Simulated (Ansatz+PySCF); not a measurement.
Values are calculated unless marked as measured or tabulated.
Input for Ansatz (development build ahead of 0.2.0):

```yaml
crystal:
  periodic: [false, false, false]
  atoms:
    - { symbol: H, position_ang: [0.0, 0.0, 0.0] }
    - { symbol: Mg, position_ang: [0.60756, 0.81009, 1.75389] }
basis:
  gaussian: { orbitals: STO-3G }
total_charge: 1
hamiltonian:
  xc: hf
correlation:
  method: fci
  frozen_orbitals: { H: 0, Mg: 1 }
```

The input is written out in the form of the current development build from the run's settings.

Output:

```json
{"Converged": "yes", "Total energy": "-197.51463 hartree", "State": "lowest singlet root, of any spatial symmetry"}
```
